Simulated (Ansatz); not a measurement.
```yaml
crystal:
  periodic: [false, false, false]
  atoms:
    - {symbol: C, position_ang: [-1.567857, 1.720382, -0.215018]}
    - {symbol: C, position_ang: [-0.380770, 1.051105, -0.497991]}
    - {symbol: C, position_ang: [0.572992, -0.044975, -0.322244]}
    - {symbol: C, position_ang: [0.410173, -1.161187, 0.564136]}
    - {symbol: F, position_ang: [0.604305, -0.401805, -1.568104]}
    - {symbol: H, position_ang: [-2.620688, 2.101375, -0.383717]}
    - {symbol: H, position_ang: [1.328032, 0.410892, -0.457609]}
    - {symbol: H, position_ang: [1.514130, -1.831699, 0.108421]}
    - {symbol: H, position_ang: [0.444275, -0.856398, 1.596676]}
    - {symbol: H, position_ang: [-0.554060, -1.553682, 0.251732]}
basis:
  gaussian: {orbitals: 6-31G, point_charges: [{charge: -1.00, position_ang: [5.579, -0.487, -0.036]}]}
hamiltonian: {xc: {name: r2SCANh}}
scf: {lower_state_search: off}
```

```sh
$ ansatz run in.yaml --threads 2 --pin off --events-out ev --progress --plain --max-ram 4352MiB
```

It prints (some lines left out):

```
Functional definition: r2SCANh
743 factors; integrals over basis functions are off by at most 2.4e-4 eV
mean field evaluation 1: about -6929.4054 eV, gradient 3.8e1 eV
mean field evaluation 2: about -6928.7480 eV, gradient 4.0e1 eV
mean field evaluation 4: about -6932.9598 eV, gradient 4.4e0 eV
mean field evaluation 8: about -6933.1039 eV, gradient 2.7e-1 eV
mean field evaluation 16: about -6933.1040 eV, gradient 9.5e-6 eV
mean field -6933.10404396 eV, -254.7868741888 hartree, gradient 9.4e-6 eV, S^2 0.000000; 0 other end points of the search recorded, 0 dependent functions left out
reference -6933.10404963 eV, -254.7868743973 hartree; 19, 19 occupied and 36, 36 virtual orbitals, 743 factors
Total energy: -6933.10404963 eV, -254.7868743973 hartree
Checks for a lower state left out: stability, starts, cluster_reference, orbital_swaps, neighbouring_geometries, increment
```

It took 1.3 s on 2 threads of an Arm Neoverse V1 on a shared host, with 0.4 GiB of host memory at the peak.
